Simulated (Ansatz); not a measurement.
Zinc-blende HgTe, treated with r²SCAN-D4 in Ansatz (PAW).

Run with plane-wave cutoff 560 eV, 10×10×10 k mesh, Fermi–Dirac smearing 0.01 eV, scalar-relativistic PAW data made under PBE.

Computed at the level's own relaxed cell.

Question: Estimate the equilibrium volume per atom, bulk modulus B0, equilibrium lattice constant a and pressure derivative B′ of the bulk modulus that the calculation returns.

Answer: 
- equilibrium volume per atom: 35.02 Å³/atom
- bulk modulus B0: 41.9 GPa
- equilibrium lattice constant a: 6.544 Å
- pressure derivative B′ of the bulk modulus: 5.1

The run finds no gap.

Measured, for comparison: equilibrium volume per atom 33.70 Å³/atom, lattice constant a 6.46 Å (room temperature, no zero-point or thermal correction; as tabulated in Cava et al. (2013), arXiv:1302.1059); bulk modulus 42.3 GPa (temperature not stated, no zero-point or thermal correction; as tabulated in Toher et al. (2017), arXiv:1611.05714). Computed (rounded) less measured: equilibrium volume per atom +3.9 %, bulk modulus -0.9 %, lattice constant a +1.3 %.

Spin–orbit coupling is not included; it can open a gap where bands touch, and shift volumes and moduli.

The computed numbers hold no vibrational or temperature effects.

Cost on a shared machine: around 2.3 core-minutes (rough).

Ansatz is a quantum-chemistry and plane-wave program.
